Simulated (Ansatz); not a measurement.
`CCCC(C)(C)C`, 23 atoms. Charge 0, multiplicity 1. All runs use 3 threads of an AMD EPYC 7R13 on a shared host and a share of an NVIDIA H100 80 GB. Correlated methods freeze the cores. Open-shell runs search over several starts.

(1) Give the basis size and wall time and peak host memory of each of these runs in Ansatz. RKS PBE0-D4/def2-SVP energy; UKS B2PLYP (frozen core)/def2-TZVPP energy of the cation; UKS ωB97M-V/def2-TZVPP energy of the cation; UKS PBE-D4/def2-TZVPP energy of the cation; RKS BHLYP-D4/def2-TZVPP energy; RKS PBE0-D4/def2-TZVP relaxation (4 steps); UKS B3LYP-D4/def2-TZVPP energy of the cation; RHF-CCSD(T)/def2-TZVPP energy; direct RPA on PBE orbitals/def2-TZVPP energy; UKS ωB97X-V/def2-TZVPP energy of the cation; RKS ωB97M-V/def2-SVP energy; RKS SPW92/def2-TZVPP energy. (Best estimate.)

Results:

(1) Computed: Other jobs shared the machine, so times are rough.

```csv
level,job,functions,wall time,peak host memory (GiB)
RKS SPW92/def2-TZVPP,energy,441,3.4 s,0.92
RKS BHLYP-D4/def2-TZVPP,energy,441,3.5 s,0.94
RKS PBE0-D4/def2-SVP,energy,178,3.9 s,0.83
RKS ωB97M-V/def2-SVP,energy,178,4 s,0.93
direct RPA on PBE orbitals/def2-TZVPP,energy,441,4.8 s,2.2
RKS PBE0-D4/def2-TZVP,relaxation (4 steps),313,9 s,0.94
UKS B3LYP-D4/def2-TZVPP,energy of the cation,441,12 s,1.1
UKS PBE-D4/def2-TZVPP,energy of the cation,441,17 s,1.1
UKS B2PLYP (frozen core)/def2-TZVPP,energy of the cation,441,24 s,2.3
UKS ωB97M-V/def2-TZVPP,energy of the cation,441,32 s,1.3
UKS ωB97X-V/def2-TZVPP,energy of the cation,441,35 s,1.3
RHF-CCSD(T)/def2-TZVPP,energy,441,38 s,2.1
```

B3LYP here is the variant with VWN-RPA as its local correlation; programs differ in this.
